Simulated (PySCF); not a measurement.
A GIAO shielding run with PySCF (density fitting, non-relativistic, gas phase) on pentane (CCCCC, C5H12):

```
{"job": {"kind": "nmr", "xc": "HF", "basis": "pcSseg-1", "pop": false}, "charge": 0, "multiplicity": 1}
C     -2.545106    -0.270319     0.308650
C     -1.238907     0.428841     0.649990
C     -0.015701    -0.235661     0.033554
C      1.297677     0.457229     0.369914
C      2.512915    -0.213860    -0.249666
H     -3.409473     0.233025     0.767845
H     -2.713266    -0.292913    -0.780275
H     -2.542965    -1.314714     0.660541
H     -1.283678     1.481617     0.318486
H     -1.114525     0.468095     1.746907
H      0.032498    -1.289736     0.364427
H     -0.136418    -0.275449    -1.064946
H      1.246137     1.509912     0.039066
H      1.414635     0.496576     1.467636
H      2.440112    -0.235616    -1.349105
H      3.445201     0.309837     0.011059
H      2.610750    -1.257003     0.092101
```

Hardware: 1 thread of an x86-64 server CPU, shared host.

Task: How large is the calculation?

Result: 42 electrons, 145 basis functions and 747 auxiliary functions.

Task: How long does it take?

Result: 5.1 s of wall time, with 9 SCF cycles and 6 response iterations. Times on a shared host scatter by some tens of per cent.

Task: And these other runs on the same molecule and hardware: GIAO shielding at B3LYP/pcSseg-1; GIAO shielding at B97-D/pcSseg-1; GIAO shielding at BLYP/pcSseg-1; GIAO shielding at BP86/pcSseg-1; GIAO shielding at KT2/pcSseg-1; GIAO shielding at KT3/pcSseg-1?

Result: B3LYP/pcSseg-1: 145 functions, 12 s; B97-D/pcSseg-1: 145 functions, 17 s; BLYP/pcSseg-1: 145 functions, 17 s; BP86/pcSseg-1: 145 functions, 17 s; KT2/pcSseg-1: 145 functions, 18 s; KT3/pcSseg-1: 145 functions, 17 s.
